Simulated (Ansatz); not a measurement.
```yaml
crystal:
  periodic: [false, false, false]
  atoms:
    - {symbol: Si, position_ang: [-0.240417, 0.188523, -0.305795]}
    - {symbol: O, position_ang: [-0.538685, 0.472336, 1.303008]}
    - {symbol: H, position_ang: [-0.759778, -0.298083, 1.846445]}
    - {symbol: O, position_ang: [1.368087, 0.060735, -0.685087]}
    - {symbol: H, position_ang: [1.826032, -0.748392, -0.412351]}
    - {symbol: H, position_ang: [-0.696312, 1.391841, -1.045339]}
    - {symbol: H, position_ang: [-0.958926, -1.066959, -0.700882]}
basis:
  gaussian: {orbitals: 6-31G}
total_charge: 1
magnetization: {spin_polarized: true, initial_magnetization: 1}
hamiltonian: {xc: {name: wB97X}, pseudopotentials: {relativity: none}}
scf: {lower_state_search: full}
output: {forces: true}
```

```sh
$ ansatz run in.yaml --threads 2 --pin off --events-out ev --progress --plain --max-ram 4352MiB
```

Output, abridged:

```
Functional definition: wB97X
  name "wB97X"
  cite "Chai & Head-Gordon, J. Chem. Phys. 128, 084106 (2008) doi:10.1063/1.2834918"
  cite "Becke, J. Chem. Phys. 107, 8554 (1997) doi:10.1063/1.475007"
  parameter omega = 0.3/bohr
  parameter cx = 0.157706
  parameter cx1 = 0.726479
  parameter cx2 = 1.04760
  parameter cx3 = -5.70635
  parameter cx4 = 13.2794
  parameter css1 = -4.33879
  parameter css2 = 18.2308
  parameter css3 = -31.7430
  parameter css4 = 17.2901
  parameter cos1 = 2.37031
  parameter cos2 = -11.3995
  parameter cos3 = 6.58405
  parameter cos4 = -3.78132
  # The coefficients of nought are those of the uniform gas.
  exchange = spin_sum(e_x_unif_sr(omega)*poly(b97_u_x, 1 - cx, cx1, cx2, cx3, cx4)) + cx*exact_x_sr(omega)
      + exact_x_lr(omega)
  correlation = spin_sum(e_c_pw_same_spin*poly(b97_u_same, 1, css1, css2, css3, css4))
      + integral(e_c_pw_opposite_spin*poly(b97_u_opposite, 1, cos1, cos2, cos3, cos4))
418 factors; integrals over basis functions are off by at most 2.5e-4 eV
194 factors; integrals over basis functions are off by at most 3.9e-6 eV
mean field evaluation 1: about -12005.4388 eV, gradient 6.6e1 eV
mean field evaluation 2: about -12005.4757 eV, gradient 6.6e1 eV
mean field evaluation 4: about -12021.6724 eV, gradient 5.7e0 eV
mean field evaluation 8: about -12022.2368 eV, gradient 8.0e-1 eV
mean field evaluation 16: about -12022.2951 eV, gradient 3.4e-2 eV
mean field evaluation 32: about -12022.2952 eV, gradient 1.3e-3 eV
mean field evaluation 64: about -12014.6773 eV, gradient 4.4e1 eV
mean field evaluation 96: about -12019.0489 eV, gradient 9.4e0 eV
mean field evaluation 128: about -12022.2950 eV, gradient 1.8e-2 eV
mean field evaluation 160: about -12022.2904 eV, gradient 1.6e-1 eV
mean field evaluation 192: about -11946.7339 eV, gradient 1.2e2 eV
mean field evaluation 224: about -12022.2952 eV, gradient 3.7e-3 eV
mean field -12022.29521795 eV, -441.8112002554 hartree, gradient 1.0e-5 eV, S^2 0.762010; 11 other end points of the search recorded, 0 dependent functions left out
the calculation of the forces begins
reference -12022.29519395 eV, -441.8111993733 hartree; 17, 16 occupied and 22, 23 virtual orbitals, 418 factors
Total energy: -12022.29519395 eV, -441.8111993733 hartree
Atom 0 at    -0.240417     0.188523    -0.305795 Å, force    -2.086992     3.132832    -1.655209 eV/Å
Atom 1 at    -0.538685     0.472336     1.303008 Å, force    -0.036806    -1.289161     0.848585 eV/Å
Atom 2 at    -0.759778    -0.298083     1.846445 Å, force    -0.372179     0.347705     1.479624 eV/Å
Atom 3 at     1.368087     0.060735    -0.685087 Å, force     1.116231    -1.368983    -0.592266 eV/Å
Atom 4 at     1.826032    -0.748392    -0.412351 Å, force     1.531908    -0.053450     0.217348 eV/Å
Atom 5 at    -0.696312     1.391841    -1.045339 Å, force    -0.145027    -0.063828    -0.098448 eV/Å
Atom 6 at    -0.958926    -1.066959    -0.700882 Å, force    -0.007136    -0.705115    -0.199633 eV/Å
Dipole moment:    -0.194899    -0.889089    -0.009950 e Å
```

Run time 21 s (2 threads of Intel Xeon on a shared host).

The dipole of an ion depends on the origin.
